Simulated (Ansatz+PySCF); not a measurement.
Values are calculated unless marked as measured or tabulated.
Input for Ansatz (development build ahead of 0.2.0):

```yaml
crystal:
  periodic: [false, false, false]
  atoms:
    - { symbol: O, position_ang: [0.0, 0.0, 0.0] }
    - { symbol: S, position_ang: [0.77332, 1.03109, 2.23238] }
basis:
  gaussian: { orbitals: STO-3G }
hamiltonian:
  xc: hf
correlation:
  method: fci
  frozen_orbitals: { O: 1, S: 5 }
```

The input is written out in the form of the current development build from the run's settings.

Output:

```json
{"Converged": "yes", "Total energy": "-466.94166 hartree", "State": "lowest singlet root, of any spatial symmetry"}
```

Caution: another spin multiplicity may lie lower.
